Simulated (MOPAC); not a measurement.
MOPAC input (PM6):

```
PM6 PRECISE GNORM=0.05 LET XYZ GEO-OK AUX(PRECISION=9) THREADS=1
CH4S

C    -0.04018470 1    1.15654088 1    0.00773656 1
S    -0.05235919 1   -0.66642908 1   -0.00484680 1
H     1.27920297 1   -0.84038919 1    0.00081397 1
H    -1.08380254 1    1.46636619 1    0.00449144 1
H     0.43713012 1    1.54268855 1    0.90584820 1
H     0.44632472 1    1.55495443 1   -0.88002423 1
```

Output:

```
 *******************************************************************************
 **                                                                           **
 **                              MOPAC v23.2.5                                **
 **                                                                           **
 *******************************************************************************
 ** MOPAC's Digital Object Identifier: https://doi.org/10.5281/zenodo.6511958 **
 **                                                                           **
 ** Please cite the open-source release paper for use of this MOPAC version:  **
 ** J. E. Moussa and J. J. P. Stewart (2026)                                  **
 ** MOPAC: An open-source semiempirical molecular orbital program             **
 ** J. Open Source Softw., 11(119), 8025, https://doi.org/10.21105/joss.08025 **
 *******************************************************************************

                              PM6 CALCULATION RESULTS

 *******************************************************************************
 *  PM6        - The PM6 Hamiltonian to be used
 *  GEO-OK     - OVERRIDE INTERATOMIC DISTANCE AND OTHER SAFETY CHECKS
 *  LET        - OVERRIDE SOME SAFETY CHECKS
 *  PRECISE    - TIGHTER CRITERIA TO BE USED
 *  XYZ        - CARTESIAN COORDINATE SYSTEM TO BE USED
 *  GNORM      - EXIT WHEN GRADIENT NORM DROPS BELOW 0.050
 *  AUX        - OUTPUT AUXILIARY INFORMATION
 *******************************************************************************
PM6 PRECISE GNORM=0.05 LET XYZ GEO-OK AUX(PRECISION=9) THREADS=1
 CH4S

   ATOM   CHEMICAL          X               Y               Z
  NUMBER   SYMBOL      (ANGSTROMS)     (ANGSTROMS)     (ANGSTROMS)

     1       C         -0.04018470  *   1.15654088  *   0.00773656  *
     2       S         -0.05235919  *  -0.66642908  *  -0.00484680  *
     3       H          1.27920297  *  -0.84038919  *   0.00081397  *
     4       H         -1.08380254  *   1.46636619  *   0.00449144  *
     5       H          0.43713012  *   1.54268855  *   0.90584820  *
     6       H          0.44632472  *   1.55495443  *  -0.88002423  *

          CARTESIAN COORDINATES

    NO.       ATOM           X           Y           Z

     1         C         -0.0402      1.1565      0.0077
     2         S         -0.0524     -0.6664     -0.0048
     3         H          1.2792     -0.8404      0.0008
     4         H         -1.0838      1.4664      0.0045
     5         H          0.4371      1.5427      0.9058
     6         H          0.4463      1.5550     -0.8800

 General Reference for PM6:
 "Optimization of Parameters for Semiempirical Methods V: Modification of NDDO Approximations
 and Application to 70 Elements", J. J. P. Stewart, J. Mol. Mod., 13, 1173-1213 (2007)
 URL: https://link.springer.com/article/10.1007/s00894-007-0233-4

           Empirical Formula: C H4 S  =     6 atoms

      MOLECULAR POINT GROUP   :   Cs

      RHF CALCULATION, NO. OF DOUBLY OCCUPIED LEVELS = 7

          Geometry optimization using EF

          DIAGONAL MATRIX USED AS START HESSIAN

 CYCLE:     1  GRAD.:    16.842 HEAT: -3.119809
 CYCLE:     2  GRAD.:    74.862 HEAT: -1.054735
 CYCLE:     3  GRAD.:     4.710 HEAT: -3.339745
 CYCLE:     4  GRAD.:    11.391 HEAT: -3.297085
 CYCLE:     5  GRAD.:     4.440 HEAT: -3.353716
 CYCLE:     6  GRAD.:     9.352 HEAT: -3.311814
 CYCLE:     7  GRAD.:     1.245 HEAT: -3.364811
 CYCLE:     8  GRAD.:     3.598 HEAT: -3.360366
 CYCLE:     9  GRAD.:     0.246 HEAT: -3.366246
 CYCLE:    10  GRAD.:     0.134 HEAT: -3.366495
 CYCLE:    11  GRAD.:     0.026 HEAT: -3.366631

     GRADIENT =  0.02564 IS LESS THAN CUTOFF =  0.05000

 -------------------------------------------------------------------------------
 PM6 PRECISE GNORM=0.05 LET XYZ GEO-OK AUX(PRECISION=9) THREADS=1
 CH4S

     GEOMETRY OPTIMISED USING EIGENVECTOR FOLLOWING (EF).
     SCF FIELD WAS ACHIEVED

                              PM6 CALCULATION
                                                       MOPAC v23.2.5 Linux

          FINAL HEAT OF FORMATION =         -3.36663 KCAL/MOL =     -14.08598 KJ/MOL

          COSMO AREA              =         82.19 SQUARE ANGSTROMS
          COSMO VOLUME            =         65.15 CUBIC ANGSTROMS

          GRADIENT NORM           =          0.02564          =       0.01047 PER ATOM
          IONIZATION POTENTIAL    =          8.914757 EV
          HOMO LUMO ENERGIES (EV) =         -8.915  0.554
          NO. OF FILLED LEVELS    =          7
          MOLECULAR WEIGHT        =         48.1026         POINT GROUP:  Cs

          MOLECULAR DIMENSIONS (Angstroms)

            Atom       Atom       Distance
            H     4    H     3     3.35344
            S     2    H     6     2.11199
            S     2    H     5     1.61623

          SCF CALCULATIONS        =         12

   ATOM   CHEMICAL          X               Y               Z
  NUMBER   SYMBOL      (ANGSTROMS)     (ANGSTROMS)     (ANGSTROMS)

     1       C         -0.04672796  *   1.14770076  *   0.00764218  *
     2       S         -0.04690590  *  -0.66064314  *  -0.00477899  *
     3       H          1.28332526  *  -0.88032044  *   0.00056093  *
     4       H         -1.09195158  *   1.48686994  *   0.00459030  *
     5       H          0.43506740  *   1.55135531  *   0.90433327  *
     6       H          0.44424593  *   1.56359972  *  -0.87841179  *

                             CARTESIAN COORDINATES

   1    C       -0.046727956     1.147700760     0.007642181
   2    S       -0.046905905    -0.660643139    -0.004778986
   3    H        1.283325261    -0.880320444     0.000560934
   4    H       -1.091951575     1.486869940     0.004590299
   5    H        0.435067403     1.551355308     0.904333271
   6    H        0.444245928     1.563599725    -0.878411789

           Empirical Formula: C H4 S  =     6 atoms

      MOLECULAR POINT GROUP   :   Cs

                  EIGENVALUES
 -29.90560 -23.45236 -15.04825 -14.60950 -13.33375 -11.07666  -8.91476   0.55367
   1.24635   2.57153   2.63901   2.69487   3.04427   3.90321   5.24927   5.29896
   6.10509

              NET ATOMIC CHARGES AND DIPOLE CONTRIBUTIONS

  ATOM NO.   TYPE          CHARGE      No. of ELECS.   s-Pop       p-Pop       d-Pop
    1          C          -0.499437        4.4994     1.09982     3.39961
    2          S          -0.202266        6.2023     1.92144     4.14699     0.13383
    3          H           0.175903        0.8241     0.82410
    4          H           0.181946        0.8181     0.81805
    5          H           0.171927        0.8281     0.82807
    6          H           0.171927        0.8281     0.82807
 DIPOLE           X         Y         Z       TOTAL
 POINT-CHG.     1.014     1.017     0.012     1.436
 HYBRID        -0.047     0.475     0.003     0.477
 SUM            0.967     1.491     0.015     1.777

          ATOMIC ORBITAL ELECTRON POPULATIONS

     Atom    s        px        py        pz      x^2-y^2     xz        z^2       yz        xy
    1  C   1.09982   1.20155   1.00782   1.19024
    2  S   1.92144   1.16601   0.98932   1.99166   0.07297   0.00142   0.03380   0.00949   0.01616
    3  H   0.82410
    4  H   0.81805
    5  H   0.82807
    6  H   0.82807

 **********************
 *                    *
 * JOB ENDED NORMALLY *
 *                    *
 **********************

 == MOPAC DONE ==
```
